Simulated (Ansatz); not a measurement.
Relaxation of CH$_{5}$BCl (8 atoms, charge 0, multiplicity 2), to a largest force component of 0.03 eV/Å in at most 50 steps.

Theory: Ansatz 0.2.0, UKS B3LYP-D4/def2-SVP.

```xyz
8
Properties=species:S:1:pos:R:3
B -0.050 0.002 -0.332
H -0.112 0.050 2.049
C 1.382 0.051 -0.887
H 1.656 -1.011 -1.064
H 1.465 0.555 -1.869
H 2.137 0.458 -0.195
H -1.120 -0.117 -0.873
Cl 0.118 0.011 3.370
```

Question: Where does it end, and by what steps?

Answer: The forces met the threshold. After 24 steps the energy has fallen by 1.390 eV; H2 moved furthest, 1.84 Å. Parted: H2–Cl8. Joined: B1–H2, B1–Cl8.

```
step  energy less start (eV)  largest force component (eV/Å)  accepted
   0                  0.0000                           0.785       yes
   1                 -0.0643                           0.234       yes
   2                 -0.0977                           0.813       yes
   3                 -0.1306                           1.373       yes
   4                 -0.1833                           1.407       yes
   5                 -0.2779                           0.724       yes
   6                 -0.3190                           0.466       yes
   7                 -0.2014                           0.847        no
   8                 -0.3491                           0.227       yes
   9                 -0.3651                           0.087       yes
  10                 -0.3884                           0.183       yes
  11                 -0.4165                           0.557       yes
  12                 -0.4889                           0.578       yes
  13                 -0.6180                           0.662       yes
  14                 -0.8223                           0.682       yes
  15                 -0.9843                           0.926       yes
  16                 -1.1158                           0.586       yes
  17                 -1.1689                           0.457       yes
  18                 -1.2400                           0.378       yes
  19                 -1.3562                           0.406       yes
  20                 -1.3292                           0.865        no
  21                 -1.3422                           0.567        no
  22                 -1.3836                           0.146       yes
  23                 -1.3805                           0.237        no
  24                 -1.3896                           0.021       yes
```

```xyz
8
Properties=species:S:1:pos:R:3
B 0.185 -0.011 0.467
H -0.518 1.065 0.563
C 1.391 -0.026 -0.541
H 1.711 -1.060 -0.764
H 1.158 0.472 -1.495
H 2.272 0.478 -0.103
H -1.014 -0.109 0.007
Cl 0.288 -0.810 2.066
```

The run took 83 s on 2 threads of Arm Neoverse N1, on a shared host, peak memory 0.16 GiB.
